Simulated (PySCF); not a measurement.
Species: CH2Si.
SMILES: `C#[SiH]`

The closed-shell ground state was solved at several levels (PySCF, density fitting, gas phase, non-relativistic). Isolated species at its PBE0-D3(BJ)/def2-SVP geometry, gas phase.

```
             level  basis functions  HOMO (eV)  LUMO (eV)  gap (eV)  dipole (D)
      PBE0/cc-pVTZ               92      -6.84      -2.99      3.85        1.01
       PBE0/6-31G*               36      -6.74      -2.82      3.92        0.69
       PBE0/STO-3G               16      -3.42       1.42      4.84        0.82
PBE0/6-311+G(2d,p)               74      -6.87      -3.08      3.79        1.12
     PBE0/def2-SVP               42      -6.80      -2.92      3.88        0.94
     PBE0/IGLO-III               99      -6.85      -3.04      3.81        1.12
    PBE0/def2-TZVP               80      -6.85      -3.04      3.81        1.07
  LC-wPBE/pcSseg-2              107      -9.50      -0.93      8.57        1.27
```

**Question.** What might BHandHLYP/pcSseg-2 (107 basis functions) give for the same quantities?

**Answer.** HOMO -7.80 eV, LUMO -2.05 eV, gap 5.75 eV, dipole 1.12 D.

**Question.** Over all these levels, which gives the widest orbital gap and which the narrowest?

**Answer.** LC-wPBE/pcSseg-2 (range-separated hybrid) has the widest, 8.57 eV, and PBE0/6-311+G(2d,p) (global hybrid, 25 % exact exchange) the narrowest, 3.79 eV. Functional and basis both differ between the two, so the spread mixes both effects.

**Question.** How much does the basis alone move the frontier levels among the 7 PBE0 rows?

**Answer.** The HOMO by 3.45 eV and the LUMO by 4.50 eV. By rising basis size (HOMO, LUMO in eV): STO-3G -3.42, 1.42; 6-31G* -6.74, -2.82; def2-SVP -6.80, -2.92; 6-311+G(2d,p) -6.87, -3.08; def2-TZVP -6.85, -3.04; cc-pVTZ -6.84, -2.99; IGLO-III -6.85, -3.04.

**Question.** How far do the dipole and the HOMO energy spread over the levels?

**Answer.** The dipole runs from 0.69 to 1.27 D (mean 1.02 D) and the HOMO from -9.50 to -3.42 eV.
